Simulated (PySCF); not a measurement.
F4Si, SMILES [Si](F)(F)(F)F (connectivity only; charge and spin as stated), charge +1, multiplicity 2. Atoms are numbered in the order given.

```xyz
5

F     -1.0058     0.0000     1.1357
Si     0.0000     0.0000    -0.2068
F      0.0000    -1.3461    -0.9749
F      0.0000     1.3461    -0.9749
F      1.0058     0.0000     1.1357
```
Charge +1, spin multiplicity 2.

Geometry: ωB97X-D3(BJ)/def2-SVP. The multiplicity is an assumed one; other spin states were not compared. The isomer is the one that the SMILES or the coordinates give; other isomers of the formula were not compared.

These are PySCF with PBE/def2-TZVP values and carry that method's errors.

Atomic charges (e):

| atom | Löwdin | meta-Löwdin | Mulliken spin |
|---|---|---|---|
| F1 | 0.31 | -0.11 | 0.51 |
| Si2 | -0.03 | 1.90 | -0.04 |
| F3 | 0.20 | -0.34 | 0.01 |
| F4 | 0.20 | -0.34 | 0.01 |
| F5 | 0.31 | -0.11 | 0.51 |

Computed Mayer and Wiberg (Löwdin basis) orders of the bonds:
| bond | Mayer | Wiberg |
|---|---|---|
| F1–Si2 | 0.94 | 1.40 |
| Si2–F3 | 1.43 | 1.96 |
| Si2–F4 | 1.43 | 1.96 |
| Si2–F5 | 0.94 | 1.40 |
